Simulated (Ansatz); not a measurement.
**B₂+ (quartet): from Hartree-Fock to the top rungs at distance B1–B2 = 1.281 Å, cc-pVTZ**

How much of the correlation energy of B₂+ (quartet) does each wave-function method recover here?

Program: Ansatz 0.2.0, Gaussian basis. Level of theory: cc-pVTZ, core rule «outside noble gas», up to 2 orbitals frozen. These are calculated values, not measurements.

Plan: UHF; CCSD(T) on ROHF; CCSD(T) on UHF; BCCD(T) on ROHF; CISD as a restricted active space (open shells left free, so some higher excitations enter); CCSDT(Q) on ROHF; CCSDT(Q) on UHF; CASSCF and MRCISD+Q, 5 electrons in 5 orbitals; CASSCF and NEVPT2, 5 electrons in 5 orbitals; CASSCF and MRCISD+Q, 5 electrons in 8 orbitals; CASSCF and NEVPT2, 5 electrons in 8 orbitals; Full CI.

29 further runs of the same task are left out: 8 for a known fault of the program, 15 that didn't finish, 6 set aside as unsound or not needed. Runs told in other sessions of the task aren't counted.

### Step 1. The geometry

The geometry derives from a PBE0/def2-TZVP stationary point (not a proven minimum). One bond is set to the value named and the two fragments are kept rigid.

2 atoms, charge 1, spin multiplicity 4.

Atoms are counted from 1 here; the program's logs count them from 0.

Bond lengths: B1–B2 1.281 Å.

### Step 2. UHF

Input file in.yaml:

```yaml
crystal:
  periodic: [false, false, false]
  atoms:
    - {symbol: B, position_ang: [0.000000, 0.000000, 0.000000]}
    - {symbol: B, position_ang: [0.000000, 0.000000, 1.281000]}
basis:
  gaussian: {orbitals: cc-pVTZ}
total_charge: 1
magnetization: {spin_polarized: true, initial_magnetization: 3}
hamiltonian: {xc: hf}
output: {orbitals: {seedname: orbitals}}
```

Started as:

```sh
$ ansatz run in.yaml --threads 1 --pin off --events-out ev --progress --plain --max-ram 2393MiB
```

The runs that follow: CCSD(T) on ROHF; CCSD(T) on UHF; BCCD(T) on ROHF; CISD as a restricted active space (open shells left free, so some higher excitations enter); CCSDT(Q) on ROHF; CCSDT(Q) on UHF; CASSCF and MRCISD+Q, 5 electrons in 5 orbitals; CASSCF and NEVPT2, 5 electrons in 5 orbitals; CASSCF and MRCISD+Q, 5 electrons in 8 orbitals; CASSCF and NEVPT2, 5 electrons in 8 orbitals; Full CI.

**Question.** What will the summary of the whole plan be? Wanted: FCI from the RHF energy; RMP2 from FCI; UMP2 from FCI; RCCSD from FCI; RCCSD(T) from FCI; UCCSD(T) from FCI; RCCSDT(Q) from FCI; UCCSDT(Q) from FCI; NEVPT2 pair from FCI.

**Answer**, as computed:

| quantity | value |
| --- | --- |
| FCI from the ROHF energy | -2.9173 eV |
| RMP2 from FCI | +662.8 meV |
| UMP2 from FCI | +762.2 meV |
| RCCSD from FCI | +185.8 meV |
| RCCSD(T) from FCI | +38.8 meV |
| UCCSD(T) from FCI | +39.3 meV |
| RCCSDT(Q) from FCI | +1.2 meV |
| UCCSDT(Q) from FCI | +0.4 meV |
| NEVPT2 pair from FCI | +1123.5 meV |
| MRCISD+Q pair from FCI | +587.5 meV |
| NEVPT2 valence from FCI | +891.8 meV |
| levels within 1 kcal/mol (43 meV) | RCCSD(T), UCCSD(T), BCCD(T), RCCSDT, UCCSDT, RCCSDT(Q), UCCSDT(Q) |
| T1 diagnostic | 0.030 |
| effectively unpaired electrons | 3.03 |

**Reading.** RCCSD(T) lands +38.8 meV from the yardstick (1.3 % of the correlation energy). One determinant dominates. Of the multireference levels listed MRCISD+Q valence comes nearest in total energy (+579.5 meV), which doesn't show that its space is the better one. Coupled cluster took another determinant than the lowest Hartree-Fock one. These misses are within one basis, not against nature; the frozen cores of restricted and unrestricted runs differ, which can shift their rows.

Levels on UHF freeze UHF's core orbitals, full CI those of ROHF, so the U rows can settle a little off it for that reason alone.

With open shells the CI space here admits some higher excitations, so it is larger than plain CISD.
